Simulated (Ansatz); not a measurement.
`CCC(Cl)CCl`, relaxed with RKS PBE0-D4/def2-TZVP in the Gaussian-basis code of Ansatz from a PBE-D4/def2-SVP geometry. The force threshold is 0.005 eV/Å; the program also tests the step.

The species carries charge 0 and has multiplicity 1.

Start:

```xyz
14

C     1.360   -1.287    0.695
C     0.024   -0.805    0.132
C    -0.039    0.701   -0.133
Cl    0.186    1.625    1.417
C    -1.355    1.106   -0.780
Cl   -1.390    2.830   -1.281
H     1.346   -2.380    0.871
H     1.582   -0.784    1.657
H     2.194   -1.065   -0.002
H    -0.807   -1.077    0.820
H    -0.186   -1.318   -0.833
H     0.802    1.017   -0.784
H    -1.517    0.499   -1.694
H    -2.200    0.939   -0.085
```

| step | energy (eV) | largest force (eV/Å) | largest move (Å) |
| --- | --- | --- | --- |
| 1 | -29313.4035 | 0.577 | 0.000 |
| 2 | -29313.4575 | 0.258 | 0.044 |
| 3 | -29313.4643 | 0.113 | 0.017 |
| 4 | -29313.4648 | 0.039 | 0.007 |
| 5 | -29313.4649 | 0.006 | 0.010 |
| 6 | -29313.4649 | 0.004 | 0.002 |

End:

```xyz
14

C     1.349   -1.275    0.684
C     0.019   -0.793    0.138
C    -0.037    0.703   -0.121
Cl    0.173    1.611    1.410
C    -1.343    1.092   -0.771
Cl   -1.370    2.779   -1.322
H     1.340   -2.359    0.816
H     1.566   -0.818    1.650
H     2.167   -1.027    0.002
H    -0.794   -1.064    0.819
H    -0.189   -1.292   -0.816
H     0.797    1.012   -0.755
H    -1.504    0.471   -1.653
H    -2.175    0.959   -0.080
```

Hardware: 2 threads of an AMD EPYC 7R13 on a shared host and a share of an NVIDIA H100 80 GB. Wall time 12 s, peak host memory 0.9 GiB.
